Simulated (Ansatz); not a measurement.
# BH₃ (singlet): wave-function methods side by side at distance B1–H2 = 1.090 Å, cc-pVDZ

One table from this session's results is given with a row withheld; the runs are named, their logs left out.

Computed with Ansatz 0.2.0, Gaussian basis. Level: cc-pVDZ, core rule «outside noble gas», up to 1 orbitals frozen.

To be run: UHF; CCSD(T) on RHF; BCCD(T) on RHF; CISD; CCSDT(Q) on RHF; CCSDTQ on RHF; CASSCF and MRCISD+Q, 2 electrons in 2 orbitals; CASSCF and NEVPT2, 2 electrons in 2 orbitals; Full CI.

18 further runs of the same task are left out: 4 for a known fault of the program, 10 that didn't finish, 4 set aside as unsound or not needed.

## The geometry

The geometry derives from a PBE0/def2-TZVP stationary point (not a proven minimum). One bond is set to the value named and the two fragments are kept rigid.

4 atoms, charge 0, spin multiplicity 1.

Atoms are counted from 1 here; the program's logs count them from 0.

Bond lengths: B1–H2 1.090 Å, B1–H3 1.193 Å, B1–H4 1.193 Å. Angles: H2–B1–H3 120.0°, H2–B1–H4 120.0°, H3–B1–H4 120.0°.

The first run:

Contents of in.yaml:

```yaml
crystal:
  periodic: [false, false, false]
  atoms:
    - {symbol: B, position_ang: [0.007537, 0.000092, -0.000002]}
    - {symbol: H, position_ang: [1.097456, 0.013384, -0.000237]}
    - {symbol: H, position_ang: [-0.601756, 1.026305, -0.002839]}
    - {symbol: H, position_ang: [-0.576546, -1.040676, 0.003093]}
basis:
  gaussian: {orbitals: cc-pVDZ}
magnetization: {spin_polarized: true, initial_magnetization: 0}
hamiltonian: {xc: hf}
output: {orbitals: {seedname: orbitals}}
```

Command:

```bash
$ ansatz run in.yaml --threads 1 --pin off --events-out ev --progress --plain --max-ram 2393MiB
```

Steps of the session up to this table: UHF; CCSD(T) on RHF; BCCD(T) on RHF; CISD; CCSDT(Q) on RHF; CCSDTQ on RHF; CASSCF and MRCISD+Q, 2 electrons in 2 orbitals; CASSCF and NEVPT2, 2 electrons in 2 orbitals; Full CI.

One of the session's tables, all rows but one given; the rest of the session is left out.

| method | from FCI (kJ/mol) |
| --- | --- |
| RHF | +307.5 |
| RMP2 | +67.2 |
| CISD | +13.6 |
| RCCSD | +4.8 |
| RCCSD(T) | +1.0 |
| BCCD(T) | +1.0 |
| RCCSDT | ? |
| RCCSDT(Q) | 0.0 |
| RCCSDTQ | 0.0 |
| CASSCF pair | +273.0 |
| NEVPT2 pair | +68.0 |
| MRCISD pair | +10.9 |
| MRCISD+Q pair | -1.8 |
| FCI | 0 |

Q: Estimate the row for RCCSDT from the others.

**Answer.** from FCI (kJ/mol): +0.1. In the column «from FCI (kJ/mol)» it lies between FCI (0) and RCCSD(T) (+1.0).

Caveats from the session: MRCISD+Q pair falls below full CI: the +Q correction isn't variational, and the cores differ from full CI's.
